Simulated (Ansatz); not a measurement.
# AlBH4: how energies converge with the basis set

One table from this session's results is given with a row withheld; the runs are named, their logs left out.

The runs use Ansatz 0.2.0, Gaussian basis; one geometry, several basis sets.

Plan: PBE0-D4/def2-SVP; ωB97M-V/def2-SVP; PBE0-D4/def2-QZVPP; ωB97M-V/def2-QZVPP; CCSD(T)/cc-pV(D+d)Z; CCSD(T)/cc-pV(T+d)Z; CCSD(T)/cc-pV(Q+d)Z; the functionals' def2-TZVPP values are taken from earlier runs.

1 further run of the same task is left out (it didn't finish).

## Structure used throughout

The geometry comes from an earlier relaxation with PBE0-D4 in a triple-zeta def2 set; it is a stationary point.

SMILES `[BH2][AlH2]`, 6 atoms, charge 0, spin multiplicity 1.

Atoms are counted from 1 here; the program's logs count them from 0.

Bond lengths: B1–Al2 2.115 Å, B1–H3 1.201 Å, B1–H4 1.201 Å, Al2–H5 1.594 Å, Al2–H6 1.594 Å. Angles: Al2–B1–H3 122.9°, Al2–B1–H4 122.9°, H3–B1–H4 114.2°, B1–Al2–H5 121.0°, B1–Al2–H6 121.0°, H5–Al2–H6 118.0°.

The first run:

in.yaml reads:

```yaml
crystal:
  periodic: [false, false, false]
  atoms:
    - {symbol: B, position_ang: [-0.020302, -1.123373, 0.033417]}
    - {symbol: Al, position_ang: [0.031490, 0.989427, -0.044656]}
    - {symbol: H, position_ang: [-0.974295, -1.765091, -0.312050]}
    - {symbol: H, position_ang: [0.901828, -1.783729, 0.426988]}
    - {symbol: H, position_ang: [0.549343, 1.750140, -1.345877]}
    - {symbol: H, position_ang: [-0.446065, 1.868524, 1.195978]}
basis:
  gaussian: {orbitals: def2-SVP}
hamiltonian: {xc: pbe0, dispersion: d4}
output: {orbitals: {seedname: orbitals}}
```

Command:

```bash
ansatz run in.yaml --threads 2 --pin off --events-out ev --progress --plain --max-ram 4352MiB
```

Steps of the session up to this table: PBE0-D4 in def2-SVP; ωB97M-V in def2-SVP; PBE0-D4 in def2-QZVPP; ωB97M-V in def2-QZVPP.

One table of the session follows, with a row left open; its other results are not shown here.

```
functional       basis  HOMO (eV)  LUMO (eV)
   PBE0-D4    def2-SVP      -7.52      -2.30
   PBE0-D4  def2-TZVPP      -7.52      -2.35
   PBE0-D4  def2-QZVPP      -7.52      -2.36
   ωB97M-V    def2-SVP          ?          ?
   ωB97M-V  def2-TZVPP      -9.66      -0.39
   ωB97M-V  def2-QZVPP      -9.66      -0.44
```

**Question.** Estimate the row for ωB97M-V, def2-SVP.

**Answer.** HOMO (eV): -9.61; LUMO (eV): -0.22. In the column «HOMO (eV)» it lies between ωB97M-V, def2-QZVPP (-9.66) and PBE0-D4, def2-SVP (-7.52).
